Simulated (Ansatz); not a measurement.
A made-up structure of CH$_{3}$NNa (charge -1), closed shell:

```xyz
6
angstrom
C -0.2533 0.3067 -0.1892
N -0.0404 -0.7804 0.2310
Na 1.4363 -1.4540 0.9831
H -1.2830 0.0808 -0.4948
H 0.3872 0.6507 -1.1315
H -0.2467 1.1962 0.6014
```

It is relaxed with PBE-D4/def2-SVPD and then PBE0-D4/def2-TZVPD (Ansatz 0.2.0). Atoms count as bonded within 1.22 times the sum of their covalent radii (H–H: 0.88 Å). The end point is not checked to be a true minimum.

Does its bonding change? (A judgement: the text doesn't fix the answer.)

The calculation gives: Yes. Formed: none; broken: C1–Na3.

Where it ends: The first stage lowers the energy by 2.52 eV in 7 steps. It ends as CH₃NNa ([CH3][N][Na]), total charge -1:
| atom | x (Å) | y (Å) | z (Å) |
| --- | --- | --- | --- |
| C1 | -0.3148 | 0.3767 | -0.2337 |
| N2 | 0.0736 | -0.8515 | 0.2949 |
| Na3 | 1.7424 | -1.8225 | 1.2111 |
| H4 | -1.3744 | 0.2905 | -0.5941 |
| H5 | 0.2301 | 0.7509 | -1.1413 |
| H6 | -0.3568 | 1.2560 | 0.4632 |

Labels in which every atom is bracketed show which atoms are joined, not bond orders.

For scale, one of the runs: PBE0-D4/def2-TZVPD relaxation, 136 basis functions, launched by `ansatz run in.yaml --threads 2 --pin off --events-out ev --progress --plain --max-ram 4352MiB`. Hardware: 2 CPU threads of an Arm Neoverse V1, shared host. Wall time about 20 s.
